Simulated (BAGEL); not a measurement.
# BH (SMILES [BH]) at CASSCF(4,5)/6-31+G(d) (density fitting with svp-jkfit, spherical functions, 4 states averaged)

What is the energy change on altering one bond length of BH at CASSCF(4,5)/6-31+G* (density fitting with svp-jkfit, spherical functions, 4 states averaged)? 

The calculation is run with BAGEL 1.2.2.

8 further runs of the same task are left out: 4 that didn't finish, 4 set aside as unsound or not needed.

## (1) The molecule

BH has 2 atoms, charge 0, and is taken as a singlet. SMILES: `[BH]`. Geometry: the measured bond length.

Bond lengths: B1–H2 1.232 Å.

## (2) Energy and forces at CASSCF(4,5)/6-31+G(d) (density fitting with svp-jkfit, spherical functions, 4 states averaged)

calc.json reads:

```json
{ "bagel" : [

{
  "title" : "molecule",
  "basis" : "6-31+gs.json",
  "df_basis" : "svp-jkfit",
  "angstrom" : "true",
  "geometry" : [
    { "atom" : "B", "xyz" : [    0.000000,    0.000000,    0.000000 ] },
    { "atom" : "H", "xyz" : [    0.000000,    0.000000,    1.232400 ] }
  ]
},
{
  "title" : "hf"
},
{
  "title" : "force",
  "target" : 0,
  "method" : [
    {
      "title" : "casscf",
      "nstate" : 4,
      "nact" : 5,
      "nclosed" : 1,
      "maxiter" : 200,
      "natocc" : "true"
    }
  ]
}

]}
```

The basis set 6-31+G* is read from a file made from the Basis Set Exchange's data (not shown).

Command:

```
BAGEL_NUM_THREADS=1 BAGEL calc.json > calc.out
```

Standard output:

```text
* using 1 threads per process

  ===============================================================
  ===============================================================

  *** Geometry ***

  { "atom" : "B", "xyz" : [      0.000000,      0.000000,      0.000000 ] },
  { "atom" : "H", "xyz" : [      0.000000,      0.000000,      2.328898 ] },

  Number of auxiliary basis functions:       93

  Since a DF basis is specified, we compute 2- and 3-index integrals:
    o Being stored without compression. Storage requirement is 0.000 GB

  Number of basis functions:       20
  Number of electrons      :        6

    * METHOD: MOLECULE                             0.01

  *** RHF ***

  === Nuclear Repulsion ===
     2.1469377259

      * DIIS with orbital gradients will be used.

  === RHF iteration (6-31+gs.json) ===
      0        -25.10683404          0.01294138           0.00
      1        -25.12041089          0.00417568           0.00
      2        -25.12238686          0.00067569           0.00
      3        -25.12247017          0.00015876           0.00
      4        -25.12247581          0.00001576           0.00
      5        -25.12247586          0.00000237           0.00
      6        -25.12247586          0.00000026           0.00
      7        -25.12247586          0.00000003           0.00
      8        -25.12247586          0.00000000           0.00
    * SCF iteration converged.

    * Permanent dipole moment:
           (   -0.000000,    -0.000000,    -0.695402) a.u.

    * METHOD: HF                                   0.02

  The gradients will be computed analytically.
  ---------------------------
      CASSCF calculation
  ---------------------------

    * nstate   :      4
    * nclosed  :      1
    * nact     :      5
    * nvirt    :     14
  === CASSCF iteration (6-31+gs.json) ===

    * Using the second-order algorithm

      0  0       -25.12685044     2.43e-02      0.00
      0  1       -24.96829717     0.00e+00      0.00
      0  2       -24.96829717     0.00e+00      0.00
      0  3       -24.87785992     0.00e+00      0.00

      1  0       -25.13175451     1.08e-02      0.01
      1  1       -25.02172614     0.00e+00      0.01
      1  2       -25.02172614     0.00e+00      0.01
      1  3       -24.89478198     0.00e+00      0.01

[... 50 lines of this table left out ...]
     12  0       -25.15989085     3.95e-09      0.01
     12  1       -25.05111321     0.00e+00      0.01
     12  2       -25.05111321     0.00e+00      0.01
     12  3       -24.92676980     0.00e+00      0.01

    * Second-order optimization converged. *

     guess   0:   closed 11...                open .....
     guess   1:   closed 1....                open .11..
     guess   2:   closed 1....                open .1.1.
     guess   3:   closed 1....                open ..11.

  === FCI iteration ===

      0  0       -25.11871730     1.88e-02      0.00
      0  1       -25.01342488     1.91e-02      0.00
      0  2       -25.01342488     1.91e-02      0.00
      0  3       -24.90409189     1.46e-02      0.00

      1  0       -25.15692141     5.68e-03      0.00
      1  1       -25.04910848     4.40e-03      0.00
      1  2       -25.04910848     4.40e-03      0.00
      1  3       -24.92446383     4.21e-03      0.00

[... 40 lines of this table left out ...]
     10  0 *     -25.15989085     1.70e-11      0.00
     10  1 *     -25.05111321     6.77e-11      0.00
     10  2 *     -25.05111321     6.77e-11      0.00
     10  3 *     -24.92676980     5.85e-15      0.00

     * ci vector, state   0, <S^2> = 0.0000
       22...    -0.9663857219
       2..2.     0.1138294846
       2.2..     0.1138294846
       .2.2.     0.0712495296
       .22..     0.0712495296
       ab.2.     0.0690769390
       ba.2.     0.0690769390
       ab2..     0.0690769390
       ba2..     0.0690769390
       2...2     0.0659003640

     * ci vector, state   1, <S^2> = -0.0000
       2ab..     0.6024589326
       2ba..     0.6024589326
       2b.a.     0.3386471025
       2a.b.     0.3386471025
       baa.b     0.0749210528
       abb.a     0.0749210528

     * ci vector, state   2, <S^2> = 0.0000
       2b.a.    -0.6024589326
       2a.b.    -0.6024589326
       2ab..     0.3386471025
       2ba..     0.3386471025
       ba.ab    -0.0749210528
       ab.ba    -0.0749210528

     * ci vector, state   3, <S^2> = 0.0000
       2.ba.    -0.6974446618
       2.ab.    -0.6974446618
       .2ab.     0.0893518762
       .2ba.     0.0893518762
    * Permanent dipole moment: Unrelaxed
           (    0.000000,    -0.000000,    -0.596261) a.u.

  === CASSCF Z-vector iteration ===

         0      0.0018407474     0.0030521174      0.00
         1      0.0006832025     0.0015216603      0.00
         2      0.0004668854     0.0008670703      0.00
         3      0.0002200436     0.0003533139      0.00
         4      0.0001163766     0.0001768584      0.00
         5      0.0000574528     0.0001014484      0.00
         6      0.0000277175     0.0000619574      0.00
         7      0.0000158943     0.0000418341      0.00
         8      0.0000122103     0.0000193646      0.00
         9      0.0000071013     0.0000090343      0.00
[... 5 lines of this table left out ...]
        15      0.0000000653     0.0000000709      0.00
        16      0.0000000290     0.0000000354      0.00
        17      0.0000000101     0.0000000136      0.00
        18      0.0000000040     0.0000000049      0.00
    * Permanent dipole moment: Relaxed
           (   -0.000000,    -0.000000,    -0.540083) a.u.

  * Nuclear energy gradient

    o Atom   0
        x          0.0000000000
        y          0.0000000000
        z          0.0109915793
    o Atom   1
        x         -0.0000000000
        y         -0.0000000000
        z         -0.0109915793
  * Gradient computed with                              0.04

    * METHOD: FORCE                                0.13

  ===============================================================
```

Run time: 0.52 s. Hardware: 1 thread of Intel Xeon 6975P-C (Granite Rapids), shared host; peak memory 0.15 GiB.

The roots found:

| excited state | energy (eV) |
| --- | --- |
| 1 | 2.960 |
| 2 | 2.960 |
| 3 | 6.344 |

## (3) The distorted shape at the same level

job.json reads:

```json
{ "bagel": [

{
  "title": "molecule",
  "basis": "6-31+gs.json",
  "df_basis": "svp-jkfit",
  "angstrom": "true",
  "geometry": [
    { "atom": "B", "xyz": [    0.042441,   -0.020871,   -0.040700 ] },
    { "atom": "H", "xyz": [    0.079710,    0.070543,    1.211636 ] }
  ]
},
{ "title": "hf" },
{
  "title": "force",
  "target": 0,
  "method": [
    {
      "title": "casscf",
      "nstate": 4,
      "nact": 5,
      "nclosed": 1,
      "maxiter": 200,
      "natocc": "true"
    }
  ]
}

]}
```

The basis set 6-31+G* is read from a file made from the Basis Set Exchange's data (not shown).

Command:

```
BAGEL_NUM_THREADS=1 BAGEL job.json > job.out
```

Standard output:

```text
* using 1 threads per process

  ===============================================================
  ===============================================================

  *** Geometry ***

  { "atom" : "B", "xyz" : [      0.080202,     -0.039440,     -0.076912 ] },
  { "atom" : "H", "xyz" : [      0.150630,      0.133307,      2.289660 ] },

  Number of auxiliary basis functions:       93

  Since a DF basis is specified, we compute 2- and 3-index integrals:
    o Being stored without compression. Storage requirement is 0.000 GB

  Number of basis functions:       20
  Number of electrons      :        6

    * METHOD: MOLECULE                             0.01

  *** RHF ***

  === Nuclear Repulsion ===
     2.1062267386

      * DIIS with orbital gradients will be used.

  === RHF iteration (6-31+gs.json) ===
      0        -25.10613027          0.01283377           0.00
      1        -25.11991800          0.00419547           0.00
      2        -25.12192471          0.00070234           0.00
      3        -25.12201357          0.00015897           0.00
      4        -25.12201925          0.00001595           0.00
      5        -25.12201931          0.00000244           0.00
      6        -25.12201931          0.00000029           0.00
      7        -25.12201931          0.00000003           0.00
      8        -25.12201931          0.00000001           0.00
    * SCF iteration converged.

    * Permanent dipole moment:
           (   -0.019748,    -0.048439,    -0.663594) a.u.

    * METHOD: HF                                   0.02

  The gradients will be computed analytically.
  ---------------------------
      CASSCF calculation
  ---------------------------

    * nstate   :      4
    * nclosed  :      1
    * nact     :      5
    * nvirt    :     14
  === CASSCF iteration (6-31+gs.json) ===

    * Using the second-order algorithm

      0  0       -25.12645270     2.39e-02      0.00
      0  1       -24.96799545     0.00e+00      0.00
      0  2       -24.96799545     0.00e+00      0.00
      0  3       -24.87702396     0.00e+00      0.00

      1  0       -25.13200614     1.08e-02      0.01
      1  1       -25.02090663     0.00e+00      0.01
      1  2       -25.02090663     0.00e+00      0.01
      1  3       -24.89493993     0.00e+00      0.01

[... 50 lines of this table left out ...]
     12  0       -25.16019458     3.08e-09      0.00
     12  1       -25.05138904     0.00e+00      0.00
     12  2       -25.05138904     0.00e+00      0.00
     12  3       -24.92607218     0.00e+00      0.00

    * Second-order optimization converged. *

     guess   0:   closed 11...                open .....
     guess   1:   closed 1....                open .11..
     guess   2:   closed 1....                open .1.1.
     guess   3:   closed 1....                open ..11.

  === FCI iteration ===

      0  0       -25.11811066     1.89e-02      0.00
      0  1       -25.01249524     1.91e-02      0.00
      0  2       -25.01249524     1.91e-02      0.00
      0  3       -24.90247064     1.46e-02      0.00

      1  0       -25.15711020     5.75e-03      0.00
      1  1       -25.04925997     4.50e-03      0.00
      1  2       -25.04925997     4.50e-03      0.00
      1  3       -24.92358272     4.40e-03      0.00

[... 40 lines of this table left out ...]
     10  0 *     -25.16019458     2.00e-11      0.00
     10  1 *     -25.05138904     7.98e-11      0.00
     10  2 *     -25.05138904     7.98e-11      0.00
     10  3 *     -24.92607218     1.90e-15      0.00

     * ci vector, state   0, <S^2> = 0.0000
       22...    -0.9660226988
       2.2..     0.1117355283
       2..2.     0.1117355283
       .2.2.     0.0726466622
       .22..     0.0726466622
       ab2..    -0.0695551744
       ba2..    -0.0695551744
       ba.2.    -0.0695551744
       ab.2.    -0.0695551744
       2...2     0.0693271123

     * ci vector, state   1, <S^2> = -0.0000
       2ab..    -0.5602725047
       2ba..    -0.5602725047
       2a.b.     0.4030932790
       2b.a.     0.4030932790
       abb.a     0.0721969836
       baa.b     0.0721969836
       ab.ba    -0.0519427932
       ba.ab    -0.0519427932

     * ci vector, state   2, <S^2> = 0.0000
       2a.b.    -0.5602725047
       2b.a.    -0.5602725047
       2ba..    -0.4030932790
       2ab..    -0.4030932790
       ab.ba     0.0721969836
       ba.ab     0.0721969836
       baa.b     0.0519427932
       abb.a     0.0519427932

     * ci vector, state   3, <S^2> = 0.0000
       2.ba.     0.6967255993
       2.ab.     0.6967255993
       .2ba.    -0.0920238997
       .2ab.    -0.0920238997
    * Permanent dipole moment: Unrelaxed
           (   -0.016826,    -0.041270,    -0.565388) a.u.

  === CASSCF Z-vector iteration ===

         0      0.0018316305     0.0030228339      0.00
         1      0.0006698439     0.0015141197      0.00
         2      0.0004485310     0.0008668158      0.00
         3      0.0002066977     0.0003438762      0.00
         4      0.0001127181     0.0001692811      0.00
         5      0.0000544316     0.0000975683      0.00
         6      0.0000248285     0.0000580658      0.00
         7      0.0000146738     0.0000385780      0.00
         8      0.0000106960     0.0000168718      0.00
         9      0.0000059735     0.0000078210      0.00
[... 5 lines of this table left out ...]
        15      0.0000000526     0.0000000641      0.00
        16      0.0000000231     0.0000000301      0.00
        17      0.0000000078     0.0000000111      0.00
        18      0.0000000031     0.0000000033      0.00
    * Permanent dipole moment: Relaxed
           (   -0.015153,    -0.037167,    -0.509175) a.u.

  * Nuclear energy gradient

    o Atom   0
        x          0.0000795915
        y          0.0001952233
        z          0.0026744826
    o Atom   1
        x         -0.0000795915
        y         -0.0001952233
        z         -0.0026744826
  * Gradient computed with                              0.04

    * METHOD: FORCE                                0.11

  ===============================================================
```

Run time: 0.46 s. Hardware: 1 thread of Intel Xeon 6975P-C (Granite Rapids), shared host; peak memory 0.15 GiB.

The roots found:

| excited state | energy (eV) |
| --- | --- |
| 1 | 2.961 |
| 2 | 2.961 |
| 3 | 6.371 |

## (4) Summary of results

Level: CASSCF(4,5)/6-31+G* (density fitting with svp-jkfit, spherical functions, 4 states averaged).

| quantity | value |
| --- | --- |
| first shape: energy of the lowest of 4 roots | -25.15989 Eh |
| first shape: dipole moment (lowest root) | 1.37 D |
| first shape: largest force on an atom | 0.565 eV/Å |
| first shape: lowest excitation energy within this active space | 2.96 eV |
| distorted shape: energy of the lowest of 4 roots | -25.16019 Eh |
| distorted shape: dipole moment (lowest root) | 1.30 D |
| distorted shape: largest force on an atom | 0.138 eV/Å |
| distorted shape: lowest excitation energy within this active space | 2.96 eV |
| energy change with the B1–H2 bond stretched from 1.232 to 1.256 Å | -0.008 eV |

**Reading.** With the B1–H2 bond stretched from 1.232 to 1.256 Å the energy falls by 0.01 eV (0.8 kJ/mol). The first shape isn't relaxed at this level, so the change isn't measured from a minimum. The largest force (first shape) is 0.57 eV/Å: the shape isn't a stationary point for this species at this level. The orbitals (first shape) are averaged over several states, so each root lies above its own optimum (it can stand above Hartree-Fock), and forces and dipoles share that bias. The orbitals (distorted shape) are averaged over several states, so each root lies above its own optimum (it can stand above Hartree-Fock), and forces and dipoles share that bias.
